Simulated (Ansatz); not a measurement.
Cu, DFT, PBE, all-electron LAPW, scalar-relativistic (Ansatz 0.2.0), run on 1 thread of AMD EPYC 7R43 64-Core Processor (Zen 3) on a shared host.

The cell was built from the fcc type and relaxed in the same program; it needn't be a known or the stable phase. The listed cell was then made from it by scaling, straining or moving an atom.

Command: `ansatz run input.yaml --threads 1 --pin off --max-ram 2048MiB --backend cpu --events-out ev --progress --plain --runs-dir out`

```yaml
crystal:
  lattice:
    - [0.0, 1.7903558495, 1.7903558495]
    - [1.7903558495, 0.0, 1.7903558495]
    - [1.7903558495, 1.7903558495, 0.0]
  atoms:
    - { symbol: Cu, position: [0.0, 0.0, 0.0] }
kpoints:
  mp_grid: { grid: [20, 20, 20] }
scf:
  occupations: { method: fermi_dirac, width: 0.03 }
hamiltonian:
  xc: pbe
  pseudopotentials: { kind: all_electron, lapw: { basis_error: 0.0005 } }
output:
  forces: true
  stress: true
  eigenvalues: true
```

Problem. How large is the problem that the program sets up?

Solution. 256 irreducible k-points, 169 plane waves at Γ, 14 bands.

Problem. About how long does it take, and how much memory does it use?

Solution. 16 s of wall time for 7 SCF iterations, with a peak of 0.44 GiB. Times on shared machines scatter by tens of per cent.

Problem. And the same cell and mesh by all-electron PAW (datasets made for this crystal), asked for forces, stress, eigenvalues, efg, on the same hardware?

Solution. 9.1 s, peak memory 0.48 GiB.
